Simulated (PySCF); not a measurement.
Identify the unknown among the candidates.

All candidates are C6H4O2.

| technique | computed result |
| --- | --- |
| Rotational structure | rotational constants A, B, C: 5.385, 1.651, 1.264 GHz [GFN2-xTB] |
| Triplet | lowest triplet excitation (Tamm–Dancoff): 2.03 eV [TDA PBE0/def2-SVPD] |
| Polarisability | 75.3 au [PBE0/def2-SVPD] |
| UV, first state | lowest singlet excitation: 2.51 eV (493 nm, f = 0.000) [TDDFT PBE0/def2-SVPD] |
| Dipole | 0.00 D by symmetry (numerical residue 0.01 D) [PBE0/def2-SVPD] |
| UV, strongest line | among the 8 lowest singlet transitions: S4 at 5.08 eV (244 nm, f = 0.352) [TDDFT PBE0/def2-SVPD] |

The electronic properties come from PySCF, for the isolated species, density fitting. Levels stand in brackets. Isolated species at its GFN2-xTB geometry, gas phase.

Problem. Which candidate is it?
A. `C#C[C@@H]1C=COC1=O`
B. `O=C1C=CC(=O)C=C1`
C. `C=C1C(=O)C=CC1=O`

Solution. B. It is `O=C1C=CC(=O)C=C1`. Numbering: `[O:1]=[C:2]1[CH:3]=[CH:4][C:5](=[O:6])[CH:7]=[CH:8]1`. Its formula, C6H4O2, gives 5 degrees of unsaturation: 1 ring and 4 π bonds in the structure found. S1 is mainly HOMO→LUMO (weight 0.98); the largest Löwdin shares of the orbital it empties are 0.28 on each of 2 atoms of one kind (ketone oxygen) and 0.08 on each of 2 atoms of one kind (ketone carbonyl carbon), of the orbital it fills 0.18 on each of 2 atoms of one kind (ketone oxygen) and 0.12 on each of 2 atoms of one kind (ketone carbonyl carbon). The vanishing dipole is forced by symmetry. The optimised geometry has point group D2h and is an asymmetric top.

The others, at the same levels:
- `C#C[C@@H]1C=COC1=O` fails: its computed lowest singlet excitation is 5.34 eV (232 nm, f = 0.002) (against 2.51 eV), lowest triplet excitation (Tamm–Dancoff) is 4.03 eV (against 2.03 eV) and static isotropic polarisability is 69.3 au (against 75.3 au).
- `C=C1C(=O)C=CC1=O` fails: its computed lowest singlet excitation is 2.98 eV (417 nm, f = 0.000) (against 2.51 eV), lowest triplet excitation (Tamm–Dancoff) is 2.53 eV (against 2.03 eV) and strongest line among the 8 lowest singlet transitions is S8 at 5.97 eV (208 nm, f = 0.371) (against S4 at 5.08 eV).
